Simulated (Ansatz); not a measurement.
Relaxation of ClH$_{5}$Si (7 atoms, charge 0, multiplicity 1), to a largest force component of 0.03 eV/Å in at most 50 steps.

Computed with RKS revPBE-D4/def2-SVP (Ansatz).

```xyz
7
Properties=species:S:1:pos:R:3
Si 0.237 0.000 0.037
Cl 0.397 0.000 2.148
H 1.639 0.000 -0.507
H -0.483 1.239 -0.412
H -0.483 -1.239 -0.412
H -2.329 0.000 0.775
H -2.084 0.000 1.453
```

Q: Where does it end, and by what steps?

A: The forces met the threshold. The force dipped under the threshold on the way, but the program's further checks kept it going. After 9 steps the energy has fallen by 0.161 eV; H6 moved furthest, 0.83 Å.

| step | energy less start (eV) | largest force component (eV/Å) | accepted |
| --- | --- | --- | --- |
| 0 | 0.0000 | 1.598 | yes |
| 1 | -0.1141 | 0.154 | yes |
| 2 | -0.1471 | 0.139 | yes |
| 3 | -0.1444 | 0.563 | no |
| 4 | -0.1546 | 0.039 | yes |
| 5 | -0.1582 | 0.019 | yes |
| 6 | -0.1591 | 0.173 | yes |
| 7 | -0.1609 | 0.049 | yes |
| 8 | -0.1612 | 0.030 | yes |
| 9 | -0.1615 | 0.029 | yes |

```xyz
7
Properties=species:S:1:pos:R:3
Si 0.485 0.000 -0.048
Cl 0.518 0.000 2.042
H 1.898 0.000 -0.554
H -0.228 1.233 -0.520
H -0.228 -1.233 -0.520
H -3.087 0.000 1.119
H -2.465 0.000 1.564
```

Whether the end is a true minimum wasn't checked by a vibrational analysis.

The run took 14 s on 1 thread of Arm Neoverse V1 (shared host), peak memory 0.086 GiB.
